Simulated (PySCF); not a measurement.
Threshold energies of NO in a plasma

PBE in PySCF with aug-cc-pVDZ(-PP) on every atom, for the lowest determinant that a PBE0 search found; no spin–orbit coupling.

| species | state (unpaired electrons) | Re (Å) | ωe (cm⁻¹) | energy of the minimum from the neutral (eV) | De (eV) | dissociates to |
| --- | --- | --- | --- | --- | --- | --- |
| NO | doublet (π ↑) | 1.166 | 1892 | 0.00 | 7.35 | N + O |
| NO⁺ | singlet (closed shell) | 1.080 | 2356 | 9.58 | 11.82 | N + O⁺ |

Question: Work out the lowest energy to break NO into atoms, from its vibrational ground state.

Answer: D0 = De − ωe/2 = 7.35 − 0.12 = 7.23 eV (PBE/aug-cc-pVDZ(-PP)).

Question: Work out the ionisation energy of the O atom at this level and the threshold of dissociative ionisation.

Answer: IE(O) = 9.58 + 11.82 − 7.35 = 14.05 eV, so N + O⁺ + e⁻ appears at D0 + IE(O) = 21.28 eV (PBE/aug-cc-pVDZ(-PP)). The measured IE(O) is 13.618 eV (NIST ASD).

These are thermodynamic thresholds; the onsets seen under electron impact lie higher where the geometry changes, and cross-sections peak well above them.

For an ion De counts to the pair picked by the measured ionisation energies or electron affinities, which need not be the lowest pair at this level. States were picked by a PBE0 search and need not be the measured ground states.
